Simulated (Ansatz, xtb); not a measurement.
Acid–base and redox partners of c1ccsc1. Isolated molecules, 0 K electronic values unless said otherwise. One relaxed conformer stands for each flexible species; it need not be the lowest. Strings in code marks are SMILES.

Quantity: bond dissociation enthalpy (X–H) at 298 K, in kcal/mol. HF references are unrestricted for open shells and restricted for singlets. The restricted reference of `c1ccsc1` is unstable towards unrestricted orbitals. Enthalpy corrections at 298 K come from GFN2-xTB frequencies (xtb).

Case: H atom removed from C1: `s1c[c]cc1`. The other species in the difference include `c1ccsc1` (neutral, multiplicity 1). Geometry of `[c]1ccsc1` (neutral, multiplicity 2, Å):

```xyz
8

C      0.7228    -0.9500     0.1013
C     -0.6725    -0.8331    -0.0568
C     -1.0095     0.4868    -0.1884
S      0.3643     1.5210    -0.1158
C      1.4526     0.1789     0.0980
H     -1.3775    -1.6499    -0.0733
H     -1.9924     0.9081    -0.3243
H      2.5121     0.3382     0.2002
```

Problem. Predict the bond dissociation enthalpy (X–H) at 298 K from frozen-core MP2/cc-pVTZ // B3LYP-D3(BJ)/def2-TZVP (Ansatz, a first-principles code).

Solution. 129.5 kcal/mol.
